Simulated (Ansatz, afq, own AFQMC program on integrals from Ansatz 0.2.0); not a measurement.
## BH3 + O, triplet in cc-pVTZ along one coordinate

```xyz
5

B    -1.3493    0.0000    0.0000
H    -1.9460    1.0336    0.0000
H    -1.9460   -1.0336    0.0000
H    -0.1558    0.0000    0.0000
O     1.1667    0.0000    0.0000
```

A hydrogen atom is moved from one rigid fragment to the other; the B1–H4 distance tells how far. The two fragments are held close together, so this isn't a minimum-energy path and the start is a compressed complex. Energies in mEh count from this geometry (1.194 Å) at the same level; the start stands on UHF, each point on the determinant named.

Basis cc-pVTZ. Only valence electrons are correlated. Ansatz 0.2.0 and our own AFQMC program on the same integrals; the CISD trial comes from CCSD amplitudes, and released means the phaseless constraint is let go. ± is one standard error of the sampling.

Cautions, each for one point or more: lower spins were not checked.

```csv
r(B1–H4) / Å,det.,T1,weight,⟨S²⟩,CCSD(T),ph-AFQMC/CISD,MP2,B2PLYP
1.288,UHF,0.021,0.89,2.03,0.2,0.7 ± 0.3,-0.3,-0.5
1.336,UHF,0.019,0.89,2.04,0.3,0.6 ± 0.3,-1.2,-0.5
1.383,UHF,0.017,0.89,2.04,0.0,0.2 ± 0.3,-2.7,-0.7
1.431,UHF,0.016,0.90,2.03,-0.4,-0.2 ± 0.3,-4.5,-1.0
1.526,UHF,0.014,0.90,2.02,0.4,0.7 ± 0.3,-5.6,0.5
```

Weight is that of the determinant in the CISD state; at the start T1 is 0.022 and the weight 0.89, and ⟨S²⟩ is 2.02. Largest departures from phaseless AFQMC with a CISD trial: CCSD(T) -0.5 mEh at 1.288 (on UHF) (within the noise), MP2 -6.3 mEh at 1.526 (on UHF), B2PLYP -1.2 mEh at 1.288. The walk's constraint bias lies outside its error bars, so these are departures and not errors. Functionals count only at points shown to share the start's state and spin.

Some points may be missing: those where a free walk finds a much lower state, and past Zn most of those on another determinant than at the start.

A walk keeps the symmetry of its determinant, which the program's search chose and which needn't be the lowest solution, so a lower state of the same spin and another symmetry isn't excluded.
